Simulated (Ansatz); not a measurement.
Input for Ansatz (development build ahead of 0.2.0):

```yaml
crystal:
  periodic: [false, false, false]
  atoms:
    - { symbol: C, position_ang: [0.0, 0.0, -0.69619] }
    - { symbol: O, position_ang: [0.0, 0.0, 0.52214] }
basis:
  gaussian: { orbitals: def2-TZVP }
hamiltonian:
  xc: hf
correlation:
  method: mp2
  frozen_orbitals: { C: 1, O: 1 }
```

The input is written out in the form of the current development build from the run's settings.

Output:

* Converged: yes
* Reference energy: -112.75888 hartree
* Correlation energy: -0.36849 hartree
* Total energy: -113.12737 hartree
* Spin squared of the determinant: 0.000
